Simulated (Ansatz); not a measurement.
C₂H₂ beside CH₃F: one fragment in the basis of the whole pair (the partner's atoms are ghosts).

The input file, in.yaml:

```yaml
crystal:
  periodic: [false, false, false]
  atoms:
    - {symbol: C, position_ang: [0.139374, -0.460329, -2.681334]}
    - {symbol: C, position_ang: [0.201017, 0.315089, -1.770437]}
    - {symbol: H, position_ang: [0.085580, -1.145401, -3.494569]}
    - {symbol: H, position_ang: [0.253821, 0.997568, -0.951017]}
basis:
  gaussian:
    orbitals: "def2-QZVPPD.json"
    ghost_atoms:
      - {symbol: C, position_ang: [-0.148552, -0.001144, 1.804654]}
      - {symbol: F, position_ang: [0.114538, 1.248974, 1.274818]}
      - {symbol: H, position_ang: [-1.094247, 0.040755, 2.347881]}
      - {symbol: H, position_ang: [0.663384, -0.272473, 2.481659]}
      - {symbol: H, position_ang: [-0.215015, -0.723038, 0.988245]}
correlation: {method: mp2}
```

The basis file named in the input lies beside it (Basis Set Exchange, JSON).

Launched with

```bash
ansatz run in.yaml --threads 4 --pin off --events-out ev --progress --plain --max-ram 9574MiB
```

Output of Ansatz 0.2.0:

```
Functional definition: HF
  name "HF"
  cite "Fock, Z. Phys. 61, 126 (1930) doi:10.1007/BF01340294"
  parent pbe
  exchange = exact_x
  correlation = 0
2430 factors; integrals over basis functions are off by at most 8.0e-4 eV
mean field evaluation 1: about -2089.7653 eV, gradient 2.5e1 eV
mean field evaluation 2: about -2089.7659 eV, gradient 2.5e1 eV
mean field evaluation 4: about -2091.3360 eV, gradient 1.8e0 eV
mean field evaluation 8: about -2091.3472 eV, gradient 4.6e-5 eV
mean field -2091.34724615 eV, -76.8555937299 hartree, gradient 2.0e-6 eV, S^2 0.000000; 0 other end points of the search recorded, 1 dependent functions left out
2 core orbitals not correlated: weight in the atoms' cores, before any rotation towards them, 1.000 or more for the frozen orbitals, at most 0.000 for the correlated occupied ones
reference -2091.34724615 eV, -76.8555937299 hartree; 5, 5 occupied and 412, 412 virtual orbitals, 2430 factors
second order -8.92702152 eV of doubles, -0.00000000 eV of singles
Total energy: -2100.27426767 eV, -77.1836557197 hartree
```

The lines “mean field evaluation” count trial sets of orbitals through the whole run, from several starts and some on an approximate energy, so they need not fall steadily or lie above the final value.

Hardware: 4 CPU threads of an Arm Neoverse V2, shared host. Wall time 8.5 s; peak host memory 1.9 GiB.
